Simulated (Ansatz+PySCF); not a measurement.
## doublet CH₃O: levels of theory in one basis

```csv
atom,x (Å),y (Å),z (Å)
C,0.0358,-0.0369,-0.6229
O,0.0202,-0.0440,0.6215
H,-0.0345,0.7887,0.9175
H,0.0387,-0.9525,-1.0351
H,-0.3804,0.7370,-1.1167
```

Basis set: def2-SVP (spherical functions). Left uncorrelated: 2 orbitals. Correlation on ROHF uses semicanonical orbitals with singles. Charge 0, multiplicity 2.

Computed with Ansatz (development build ahead of 0.2.0); each method stands on the lowest determinant of its kind that the runs found.

| method | E − E(ROHF) (eV) | <S²> of the determinant |
| --- | --- | --- |
| ROHF | 0.00 | 0.75 |
| UHF | -0.11 | 0.76 |
| ROHF-MP2 | -8.33 | – |
| UHF-MP2 | -8.32 | 0.76 |
| ROHF-CCSD | -8.92 | – |
| UHF-CCSD | -8.92 | 0.76 |

Task: What does ROHF-CCSD(T) give on the same scale?

Result: -9.09 eV.

Task: Is a single determinant a sound starting point here?

Result: By this sign, yes. Unrestricted orbitals gain 0.11 eV and <S²> is 0.76 against 0.75 for a pure state.
